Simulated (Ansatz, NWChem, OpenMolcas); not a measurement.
## F2 (fluorine): methods side by side

The species is F2 (2 atoms), meant as a singlet with charge 0. SMILES: `FF`. The shape is that of a PBE0-D4/def2-TZVP optimisation.

| atom | x (Å) | y (Å) | z (Å) |
| --- | --- | --- | --- |
| F | -0.5839 | 0.2124 | -0.2950 |
| F | 0.5839 | -0.2124 | 0.2950 |

Quantity: the vertical ionisation energy, in eV. The values are calculated.

**The experiment to reproduce.** NIST CCCBDB; in doubt, as an older value, an estimate or one at odds with other calculations gives the vertical ionisation energy of the gas as 15.70 eV.

```json
{"level": "B3LYP/cc-pVTZ", "kind": "global hybrid", "program": "OpenMolcas", "value (eV)": "15.72", "computed − measured": "+0.02", "CPU time (all runs)": "29 s"}
{"level": "M06-2X/cc-pVTZ", "kind": "hybrid meta-GGA", "program": "NWChem", "value (eV)": "16.19", "computed − measured": "+0.49", "CPU time (all runs)": "16 s"}
{"level": "CAM-B3LYP/cc-pVTZ", "kind": "range-separated hybrid", "program": "NWChem", "value (eV)": "15.85", "computed − measured": "+0.15", "CPU time (all runs)": "22 s"}
{"level": "wB97M-V/cc-pVTZ", "kind": "range-separated hybrid", "program": "Ansatz", "value (eV)": "15.66", "computed − measured": "-0.04", "CPU time (all runs)": "14 s"}
{"level": "RPA@PBE0/cc-pVTZ", "kind": "RPA", "program": "Ansatz", "value (eV)": "15.53", "computed − measured": "-0.17", "CPU time (all runs)": "4.8 s"}
{"level": "MP2/cc-pVTZ", "kind": "perturbation theory", "program": "NWChem", "value (eV)": "15.22", "computed − measured": "-0.48", "CPU time (all runs)": "10 s"}
{"level": "MP3/cc-pVTZ", "kind": "perturbation theory", "program": "NWChem", "value (eV)": "15.82", "computed − measured": "+0.12", "CPU time (all runs)": "16 s"}
{"level": "MC-PDFT[tPBE](14,8)/cc-pVTZ", "kind": "multireference", "program": "OpenMolcas", "value (eV)": "15.56", "computed − measured": "-0.14", "CPU time (all runs)": "6 s"}
```

Nearest: B3LYP/cc-pVTZ (+0.02 eV); farthest: M06-2X/cc-pVTZ (+0.49 eV). Computed less measured by kind, in eV (of the ab initio rows, those in cc-pVTZ): global hybrid +0.02 to +0.49; range-separated hybrid -0.04 to +0.15; RPA -0.17; perturbation theory -0.48 to +0.12; multireference -0.14. In so small a basis fixed costs decide the times, and correlated methods can beat functionals. Times are those of the runs behind each value, whatever else they computed, on shared processors of several kinds: orders of magnitude only.
